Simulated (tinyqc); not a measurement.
Inside a calculation. Method: MP2 on RHF in the sto-3g basis, for H3O+, spin multiplicity 1. One step of it, computed by the program tinyqc.

Question. Second-order Moller-Plesset energy. E2 = sum_ijab (ia|jb) [2 (ia|jb) - (ib|ja)] / (e_i + e_j - e_a - e_b) over occupied i, j and virtual a, b; the opposite-spin part is (ia|jb)^2 / denominator, the rest is same-spin, and SCS-MP2 scales them by 6/5 and 1/3.

orbital energies (hartree): MO1 -20.894986, MO2 -1.849261, MO3 -1.143598, MO4 -1.143334, MO5 -0.953200, MO6 0.143938, MO7 0.298884, MO8 0.299534

Two-electron integrals over orbitals (pq|rs), unique and non-zero (hartree):
```
(11|11) 4.742766    (21|11) -0.424532   (21|21) 0.060681    (22|11) 1.027167
(22|21) -0.013618   (22|22) 0.742743    (31|31) 0.014590    (32|31) 0.021987
(32|32) 0.142516    (33|11) 0.885903    (33|21) -0.006311   (33|22) 0.676209
(33|33) 0.686161    (41|11) -0.000127   (41|21) 0.000013    (41|22) -0.000019
(41|33) -0.002389   (41|41) 0.014592    (42|11) 0.000010    (42|21) -0.000010
(42|22) -0.000096   (42|33) -0.032609   (42|41) 0.021985    (42|42) 0.142457
(43|31) -0.002380   (43|32) -0.032585   (43|43) 0.041746    (44|11) 0.885857
(44|21) -0.006313   (44|22) 0.676127    (44|33) 0.602563    (44|41) 0.002396
(44|42) 0.032670    (44|44) 0.686123    (51|11) -0.127732   (51|21) 0.014237
(51|22) -0.015719   (51|33) -0.004352   (51|41) 0.000007    (51|42) -4.76e-07
(51|44) -0.004352   (51|51) 0.028226    (52|11) 0.054378    (52|21) -0.007965
(52|22) -0.031063   (52|33) 0.002853    (52|41) -1.28e-06   (52|42) -0.000007
(52|44) 0.002848    (52|51) 0.027315    (52|52) 0.130564    (53|31) 0.004512
(53|32) 0.007515    (53|43) 0.003829    (53|53) 0.037963    (54|11) 0.000083
(54|21) -0.000005   (54|22) 0.000016    (54|33) 0.003854    (54|41) 0.004512
(54|42) 0.007509    (54|44) -0.003800   (54|51) 0.000009    (54|52) 0.000037
(54|54) 0.037964    (55|11) 1.090443    (55|21) -0.014608   (55|22) 0.725241
(55|33) 0.662199    (55|41) -2.35e-06   (55|42) 0.000009    (55|44) 0.662166
(55|51) 0.013110    (55|52) 0.082696    (55|54) 0.000071    (55|55) 0.880197
(61|11) -0.290868   (61|21) 0.043211    (61|22) -0.006185   (61|33) -0.003775
(61|41) 0.000049    (61|42) 0.000051    (61|44) -0.003765   (61|51) 0.002603
(61|52) -0.013855   (61|54) 0.000006    (61|55) -0.014625   (61|61) 0.033080
(62|11) 0.342231    (62|21) -0.009334   (62|22) 0.150697    (62|33) 0.106777
(62|41) 0.000029    (62|42) 0.000126    (62|44) 0.106737    (62|51) -0.014535
(62|52) -0.024444   (62|54) 0.000052    (62|55) 0.145174    (62|61) -0.002767
(62|62) 0.088743    (63|31) 0.007054    (63|32) -0.007674   (63|43) 0.021360
(63|53) 0.006787    (63|63) 0.048091    (64|11) 0.000981    (64|21) -0.000023
(64|22) 0.000433    (64|33) 0.021725    (64|41) 0.007043    (64|42) -0.007819
(64|44) -0.021029   (64|51) -1.08e-06   (64|52) 0.000091    (64|54) 0.006821
(64|55) 0.000508    (64|61) 2.28e-06    (64|62) 0.000292    (64|64) 0.048303
(65|11) -0.117775   (65|21) -0.001164   (65|22) -0.069904   (65|33) -0.040063
(65|41) 0.000017    (65|42) 0.000101    (65|44) -0.039994   (65|51) 0.012956
(65|52) 0.036195    (65|54) 0.000061    (65|55) -0.055907   (65|61) -0.004798
(65|62) -0.046844   (65|64) -0.000120   (65|65) 0.035401    (66|11) 0.706334
(66|21) -0.006694   (66|22) 0.557490    (66|33) 0.523700    (66|41) 0.000056
(66|42) 0.000447    (66|44) 0.524041    (66|51) -0.017580   (66|52) -0.056042
(66|54) -0.000058   (66|55) 0.512690    (66|61) 0.000025    (66|62) 0.072076
(66|64) -0.000057   (66|65) -0.039488   (66|66) 0.496958    (71|11) -0.000778
(71|21) 0.000120    (71|22) -3.24e-06   (71|33) 0.002129    (71|41) -0.016442
(71|42) -0.023097   (71|44) -0.002162   (71|51) 0.000011    (71|52) -0.000030
(71|54) -0.005130   (71|55) -0.000036   (71|61) 0.000045    (71|62) -0.000045
(71|64) -0.007533   (71|65) -0.000029   (71|66) -0.000066   (71|71) 0.018577
(72|11) 0.000973    (72|21) -0.000023   (72|22) 0.000429    (72|33) -0.013266
(72|41) -0.014302   (72|42) -0.042430   (72|44) 0.013827    (72|51) -0.000033
(72|52) -0.000029   (72|54) -0.019929   (72|55) 0.000419    (72|61) -0.000046
(72|62) 0.000131    (72|64) -0.036284   (72|65) -0.000142   (72|66) 0.000191
(72|71) 0.015366    (72|72) 0.050270    (73|31) -0.003077   (73|32) -0.040416
(73|43) 0.003878    (73|53) 0.004739    (73|63) 0.022138    (73|73) 0.033437
(74|11) -0.361774   (74|21) 0.007779    (74|22) -0.148187   (74|33) -0.126666
(74|41) 0.003111    (74|42) 0.040355    (74|44) -0.119037   (74|51) -0.000917
(74|52) -0.038771   (74|54) -0.004748   (74|55) -0.184600   (74|61) 0.005984
(74|62) -0.080928   (74|64) -0.022378   (74|65) 0.028166    (74|66) -0.043540
(74|71) -0.003478   (74|72) 0.002090    (74|74) 0.144428    (75|11) -0.000195
(75|21) -3.00e-06   (75|22) -0.000102   (75|33) 0.011448    (75|41) -0.007042
(75|42) -0.041461   (75|44) -0.011605   (75|51) 0.000036    (75|52) 0.000117
(75|54) -0.023846   (75|55) -0.000068   (75|61) -0.000032   (75|62) -0.000131
(75|64) 0.012039    (75|65) -5.74e-07   (75|66) -0.000234   (75|71) 0.007742
(75|72) 0.011224    (75|74) -0.014675   (75|75) 0.033409    (76|11) -0.000115
(76|21) 4.21e-06    (76|22) 0.000030    (76|33) 0.038428    (76|41) -0.012754
(76|42) -0.097355   (76|44) -0.038645   (76|51) -0.000036   (76|52) -0.000123
(76|54) 0.009994    (76|55) -0.000120   (76|61) -0.000021   (76|62) -0.000006
(76|64) 0.041040    (76|65) -0.000133   (76|66) -0.000517   (76|71) 0.013674
(76|72) -0.001365   (76|74) -0.047779   (76|75) 0.031738    (76|76) 0.111974
(77|11) 0.798254    (77|21) -0.008002   (77|22) 0.591775    (77|33) 0.537789
(77|41) 0.000544    (77|42) 0.032238    (77|44) 0.609504    (77|51) -0.003030
(77|52) -0.000407   (77|54) -0.010195   (77|55) 0.582990    (77|61) -0.005104
(77|62) 0.073176    (77|64) -0.037619   (77|65) -0.023032   (77|66) 0.500350
(77|71) -0.000413   (77|72) 0.023569    (77|74) -0.061972   (77|75) -0.013903
(77|76) -0.057345   (77|77) 0.589183    (81|31) 0.016447    (81|32) 0.023106
(81|43) -0.002132   (81|53) 0.005132    (81|63) 0.007548    (81|73) -0.003461
(81|81) 0.018589    (82|31) 0.014299    (82|32) 0.042380    (82|43) 0.013580
(82|53) 0.019931    (82|63) 0.036283    (82|73) 0.002502    (82|81) 0.015368
(82|82) 0.050274    (83|11) 0.361773    (83|21) -0.007783   (83|22) 0.148101
(83|33) 0.118997    (83|41) 0.003095    (83|42) 0.040404    (83|44) 0.126701
(83|51) 0.000918    (83|52) 0.038774    (83|54) -0.004692   (83|55) 0.184583
(83|61) -0.005970   (83|62) 0.080933    (83|64) -0.021869   (83|65) -0.028082
(83|66) 0.043975    (83|71) -0.003496   (83|72) 0.002623    (83|74) -0.080243
(83|75) -0.014787   (83|76) -0.047985   (83|77) 0.096120    (83|83) 0.144514
(84|31) 0.003101    (84|32) 0.040418    (84|43) -0.003826   (84|53) -0.004709
(84|63) -0.022012   (84|73) -0.031036   (84|81) 0.003487    (84|82) -0.002394
(84|84) 0.033332    (85|31) 0.007043    (85|32) 0.041470    (85|43) -0.011490
(85|53) 0.023854    (85|63) -0.011965   (85|73) -0.014764   (85|81) 0.007746
(85|82) 0.011222    (85|84) 0.014746    (85|85) 0.033409    (86|31) 0.012753
(86|32) 0.097241    (86|43) -0.038301   (86|53) -0.009931   (86|63) -0.040643
(86|73) -0.047934   (86|81) 0.013678    (86|82) -0.001288   (86|84) 0.047840
(86|85) 0.031659    (86|86) 0.111421    (87|31) 0.000645    (87|32) 0.032977
(87|43) -0.036115   (87|53) -0.010255   (87|63) -0.038033   (87|73) -0.017537
(87|81) 0.000505    (87|82) -0.023369   (87|84) 0.017436    (87|85) 0.014089
(87|86) 0.057813    (87|87) 0.048731    (88|11) 0.798472    (88|21) -0.008007
(88|22) 0.591914    (88|33) 0.609769    (88|41) -0.000614   (88|42) -0.032719
(88|44) 0.537644    (88|51) -0.003030   (88|52) -0.000391   (88|54) 0.010260
(88|55) 0.583094    (88|61) -0.005110   (88|62) 0.073288    (88|64) 0.038246
(88|65) -0.023129   (88|66) 0.499843    (88|71) 0.000455    (88|72) -0.023156
(88|74) -0.096326   (88|75) 0.013985    (88|76) 0.057709    (88|77) 0.493079
(88|83) 0.061722    (88|88) 0.589809
```

Hartree-Fock energy = -75.31269684 hartree

Give: Terms; Pair energies; MP2 correlation energy; SCS-MP2 correlation energy; MP2 total energy.

Answer.

Terms (the 40 largest of 117):

| i | j | a | b | (ia\|jb) | (ib\|ja) | denominator | term |
|---|---|---|---|---|---|---|---|
| 3 | 3 | 8 | 8 | 0.1445 | 0.1445 | -2.8863 | -0.0072 |
| 4 | 4 | 7 | 7 | 0.1444 | 0.1444 | -2.8844 | -0.0072 |
| 4 | 3 | 7 | 8 | -0.0802 | -0.0310 | -2.8853 | -0.0036 |
| 3 | 4 | 8 | 7 | -0.0802 | -0.0310 | -2.8853 | -0.0036 |
| 4 | 2 | 7 | 6 | -0.0809 | -0.0363 | -3.4354 | -0.0030 |
| 2 | 4 | 6 | 7 | -0.0809 | -0.0363 | -3.4354 | -0.0030 |
| 3 | 2 | 8 | 6 | 0.0809 | 0.0363 | -3.4363 | -0.0030 |
| 2 | 3 | 6 | 8 | 0.0809 | 0.0363 | -3.4363 | -0.0030 |
| 2 | 2 | 6 | 6 | 0.0887 | 0.0887 | -3.9864 | -0.0020 |
| 4 | 4 | 6 | 6 | 0.0483 | 0.0483 | -2.5745 | -0.0009 |
| 3 | 3 | 6 | 6 | 0.0481 | 0.0481 | -2.5751 | -0.0009 |
| 5 | 2 | 6 | 6 | -0.0468 | -0.0468 | -3.0903 | -0.0007 |
| 2 | 5 | 6 | 6 | -0.0468 | -0.0468 | -3.0903 | -0.0007 |
| 2 | 2 | 7 | 7 | 0.0503 | 0.0503 | -4.2963 | -0.0006 |
| 2 | 2 | 8 | 8 | 0.0503 | 0.0503 | -4.2976 | -0.0006 |
| 5 | 5 | 6 | 6 | 0.0354 | 0.0354 | -2.1943 | -0.0006 |
| 4 | 5 | 7 | 6 | 0.0282 | 0.0120 | -2.5394 | -4.91e-04 |
| 5 | 4 | 6 | 7 | 0.0282 | 0.0120 | -2.5394 | -4.91e-04 |
| 5 | 3 | 6 | 8 | -0.0281 | -0.0120 | -2.5403 | -4.89e-04 |
| 3 | 5 | 8 | 6 | -0.0281 | -0.0120 | -2.5403 | -4.89e-04 |
| 5 | 5 | 7 | 7 | 0.0334 | 0.0334 | -2.5042 | -4.46e-04 |
| 5 | 5 | 8 | 8 | 0.0334 | 0.0334 | -2.5055 | -4.45e-04 |
| 3 | 3 | 7 | 7 | 0.0334 | 0.0334 | -2.8850 | -3.88e-04 |
| 4 | 4 | 8 | 8 | 0.0333 | 0.0333 | -2.8857 | -3.85e-04 |
| 4 | 3 | 8 | 7 | -0.0310 | -0.0802 | -2.8853 | 1.95e-04 |
| 3 | 4 | 7 | 8 | -0.0310 | -0.0802 | -2.8853 | 1.95e-04 |
| 4 | 4 | 6 | 7 | -0.0224 | -0.0224 | -2.7295 | -1.83e-04 |
| 4 | 4 | 7 | 6 | -0.0224 | -0.0224 | -2.7295 | -1.83e-04 |
| 3 | 3 | 6 | 7 | 0.0221 | 0.0221 | -2.7300 | -1.80e-04 |
| 3 | 3 | 7 | 6 | 0.0221 | 0.0221 | -2.7300 | -1.80e-04 |
| 4 | 3 | 8 | 6 | -0.0220 | -0.0219 | -2.7304 | -1.79e-04 |
| 3 | 4 | 6 | 8 | -0.0220 | -0.0219 | -2.7304 | -1.79e-04 |
| 3 | 4 | 8 | 6 | -0.0219 | -0.0220 | -2.7304 | -1.74e-04 |
| 4 | 3 | 6 | 8 | -0.0219 | -0.0220 | -2.7304 | -1.74e-04 |
| 2 | 3 | 8 | 6 | 0.0363 | 0.0809 | -3.4363 | 8.84e-05 |
| 3 | 2 | 6 | 8 | 0.0363 | 0.0809 | -3.4363 | 8.84e-05 |
| 4 | 2 | 6 | 7 | -0.0363 | -0.0809 | -3.4354 | 8.83e-05 |
| 2 | 4 | 7 | 6 | -0.0363 | -0.0809 | -3.4354 | 8.83e-05 |
| 3 | 5 | 8 | 7 | -0.0148 | -0.0148 | -2.6952 | -8.13e-05 |
| 5 | 3 | 7 | 8 | -0.0148 | -0.0148 | -2.6952 | -8.13e-05 |

Pair energies (hartree; pair i-j sums ij and ji):

| pair | opposite spin | same spin |
|---|---|---|
| 1-1 | -4.23e-05 | 0 |
| 2-1 | -4.11e-05 | 0 |
| 2-2 | -0.0032 | 0 |
| 3-1 | -1.04e-05 | -1.63e-05 |
| 3-2 | -0.0046 | -0.0012 |
| 3-3 | -0.0089 | 0 |
| 4-1 | -1.04e-05 | -1.63e-05 |
| 4-2 | -0.0046 | -0.0012 |
| 4-3 | -0.0058 | -0.0017 |
| 4-4 | -0.0089 | 0 |
| 5-1 | -1.28e-05 | 0 |
| 5-2 | -0.0016 | -7.39e-11 |
| 5-3 | -0.0011 | -2.05e-04 |
| 5-4 | -0.0011 | -2.05e-04 |
| 5-5 | -0.0015 | 0 |

MP2 correlation energy = -0.045635 hartree

SCS-MP2 correlation energy = -0.050914 hartree

MP2 total energy = -75.358332 hartree
